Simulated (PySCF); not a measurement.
Here is a job for PySCF.
```python
from pyscf import gto, scf

mol = gto.Mole()
mol.atom = '''
    C     1.18970000    0.18650000    0.13320000
    N    -0.00830000    0.19880000   -0.68070000
    C    -1.20580000   -0.08280000    0.08390000
    H     1.35830000   -0.76830000    0.65570000
    H     1.10620000    0.97390000    0.88260000
    H     2.04980000    0.39670000   -0.49920000
    H     0.08390000   -0.48530000   -1.42740000
    H    -1.17930000   -1.05360000    0.60350000
    H    -2.06480000   -0.06590000   -0.58390000
    H    -1.32970000    0.70000000    0.83240000
'''
mol.basis = '6-31g'
mol.spin = 4
mol.verbose = 4
mol.build()

mf = scf.UHF(mol)
mf.kernel()
```

Q: Estimate the HOMO energy that PySCF with HF/6-31G returns for this input.

A: -0.26 eV

Q: What is the computed dipole moment (HF/6-31G)?

A: 1.61 D

Q: Estimate the total energy that HF/6-31G returns for this input.

A: -133.4385 Eh

Q: What Mulliken (on the basis functions themselves) charges in atom order does HF/6-31G give?

A: C1 -0.23, N2 0.08, C3 -0.23, H4 0.15, H5 -0.01, H6 0.30, H7 -0.49, H8 0.15, H9 0.30, H10 -0.01

Q: What number of basis functions does HF/6-31G give?

A: 41

These values belong to the state on which the SCF converged, which isn't shown to be the lowest.
